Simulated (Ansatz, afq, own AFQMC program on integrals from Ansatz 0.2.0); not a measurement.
Where AFQMC and coupled cluster stand for BH4, doublet

```xyz
5

B    -0.1911    0.0000    0.0000
H    -0.7878    1.0336    0.0000
H    -0.7878   -1.0336    0.0000
H     1.3669    0.0000    0.0000
H     2.2579    0.0000    0.0000
```

Basis cc-pVTZ. Noble-gas cores (and the filled d shells of Ga–Kr and In–Xe) are frozen. AFQMC by an in-house program on the Cholesky factors that Ansatz 0.2.0 writes for its CCSD(T) run. The CISD trial takes its coefficients from CCSD amplitudes. Released means that phaseless walkers are propagated on without the constraint, phases kept. Error bars are statistical, one sigma.

Determinant: UHF, the one that the program's search chose, which needn't be the lowest solution. The geometry is a point of a scan.

No full CI on the walks' own integrals is used here; CCSDT(Q) serves as the reference and is uncertain by about the last step of the cluster series.

The T1 diagnostic is 0.0147. The weight of the determinant in the CISD state is 0.925. The ⟨S²⟩ of the determinant is 0.780 and the size of the correlated space is 7 electrons in 85 orbitals.

(1) Estimate: order these by the size of their error in total energy against CCSDT(Q), smallest first.
A. CCSD
B. AFQMC with the constraint released
C. CCSD(T)
D. MP2

(1) B (0.4 ± 1.9 meV), C (19.2 meV), A (104.0 meV), D (852.7 meV).

Reference: CCSDT(Q), correlation energy -4.181 eV. The released energy is read at 2.40 1/Eh (meV from the phaseless value at times in 1/Eh: -2.6 ± 1.8 at 0.24, -4.3 ± 2.0 at 0.51, -3.1 ± 1.5 at 0.99, -4.1 ± 1.7 at 1.62, -4.2 ± 1.9 at 2.40).

A walk keeps the symmetry of its determinant, which the program's search chose and which needn't be the lowest solution, so a lower state of the same spin and another symmetry isn't excluded. Released energies are given only where the last usable release times agree within the noise; a slower fall can still hide under it.
